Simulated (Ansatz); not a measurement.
# BeO+ (quartet): the correlation ladder, def2-QZVPP

One table from this session's results is given with a row withheld; the runs are named, their logs left out.

Method: def2-QZVPP, core rule «outside noble gas», up to 2 orbitals frozen; program: Ansatz 0.2.0, Gaussian basis.

Plan: UHF; ROHF; CCSD(T) on UHF.

2 further runs of the same task are left out: 2 set aside as unsound or not needed.

## The geometry

The geometry is a PBE0/def2-TZVP stationary point (not a proven minimum) of the parent state, kept for this charge and spin.

2 atoms, charge 1, spin multiplicity 4.

Atoms are counted from 1 here; the program's logs count them from 0.

Bond lengths: O1–Be2 1.468 Å.

As a file:

```xyz
2
charge 1, multiplicity 4
O     0.0000    0.0000    0.0000
Be    0.0000    0.0000    1.4682
```

Set-up of the first run:

The input, in.yaml:

```yaml
crystal:
  periodic: [false, false, false]
  atoms:
    - {symbol: O, position_ang: [0.000000, 0.000000, 0.000000]}
    - {symbol: Be, position_ang: [0.000000, 0.000000, 1.468200]}
basis:
  gaussian: {orbitals: "def2-QZVPP.json"}
total_charge: 1
magnetization: {spin_polarized: true, initial_magnetization: 3}
hamiltonian: {xc: hf}
output: {orbitals: {seedname: orbitals}}
```

Command:

```
ansatz run in.yaml --threads 1 --pin off --events-out ev --progress --plain --max-ram 2393MiB
```

Steps of the session up to this table: UHF; ROHF; CCSD(T) on UHF.

One table of the session follows, with a row left open; its other results are not shown here.

| method | from UCCSD(T) (kcal/mol) |
| --- | --- |
| ROHF | +116.18 |
| UHF | +111.90 |
| UMP2 | ? |
| UCCSD | +2.45 |
| UCCSD(T) | 0 |

Estimate the missing values for UMP2.

The run gave: from UCCSD(T) (kcal/mol): +12.83. In the column «from UCCSD(T) (kcal/mol)» it lies between UCCSD (+2.45) and UHF (+111.90).
